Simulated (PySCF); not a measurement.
Spin–spin coupling constants

Geometry:
| atom | x (Å) | y (Å) | z (Å) |
| --- | --- | --- | --- |
| N1 | 2.328 | 0.137 | -0.631 |
| C2 | 1.025 | -0.007 | -0.731 |
| C3 | 0.119 | 0.049 | 0.321 |
| C4 | -1.234 | -0.126 | 0.056 |
| N5 | -2.201 | -0.099 | 0.946 |
| H6 | 2.926 | 0.087 | -1.449 |
| H7 | 2.781 | 0.312 | 0.261 |
| H8 | 0.652 | -0.188 | -1.746 |
| H9 | 0.465 | 0.228 | 1.343 |
| H10 | -1.556 | -0.303 | -0.977 |
| H11 | -3.169 | -0.234 | 0.675 |
| H12 | -2.017 | 0.059 | 1.932 |

Total charge +1.

Indirect spin–spin couplings were computed at B3LYP/pcJ-1 (spin–dipole term only in couplings to heteroatoms) (PySCF 2.14) on a PBE0-D3(BJ)/def2-SVP structure, for the isolated molecule, without vibrational or relativistic corrections. Couplings are averaged over pairs made equivalent by symmetry, fast rotation or ring inversion, so a value needn't be that of the named pair in this geometry, while other rotamers aren't included; one pair stands for each set, and the list holds a selection of those of at least 1.5 Hz over up to four bonds.

Isotopes: 13C, 1H, 15N.

| pair | bonds | J (Hz) |
| --- | --- | --- |
| N1, C2 | 1 | -20.5 |
| N1, H6 | 1 | -102.0 |
| C2, C3 | 1 | 75.8 |
| C2, H8 | 1 | 177.2 |
| C3, C4 | 1 | ? |
| C3, H9 | 1 | 170.3 |
| C4, N5 | 1 | -20.5 |
| C4, H10 | 1 | 177.2 |
| N5, H11 | 1 | -104.5 |
| N5, H12 | 1 | -99.6 |
| N1, H8 | 2 | ? |
| C3, N5 | 2 | ? |
| C3, H8 | 2 | 4.0 |
| C3, H10 | 2 | ? |
| H6, H7 | 2 | 3.1 |
| H11, H12 | 2 | ? |
| N1, C4 | 3 | -4.9 |
| C2, H10 | 3 | 6.4 |
| C3, H6 | 3 | 7.5 |
| C3, H11 | 3 | 10.8 |
| C3, H12 | 3 | ? |
| N5, H9 | 3 | ? |
| H6, H8 | 3 | 14.2 |
| H8, H9 | 3 | 12.9 |
| H10, H11 | 3 | ? |
| H10, H12 | 3 | 19.0 |

Question: Estimate the withheld couplings, with signs.

Answer: 
- 1J(C3,C4) = 75.7 Hz (bond length 1.389 Å)
- 2J(N1,H8) = -2.1 Hz (angle at C2 115°)
- 2J(C3,N5) = -1.7 Hz (angle at C4 126°)
- 2J(C3,H10) = 4.0 Hz (angle at C4 119°)
- 2J(H11,H12) = 3.1 Hz (angle at N5 117°)
- 3J(C3,H12) = 4.3 Hz (dihedral angle 0°)
- 3J(N5,H9) = -2.7 Hz (dihedral angle 0°)
- 3J(H10,H11) = 9.3 Hz (dihedral angle 0°)
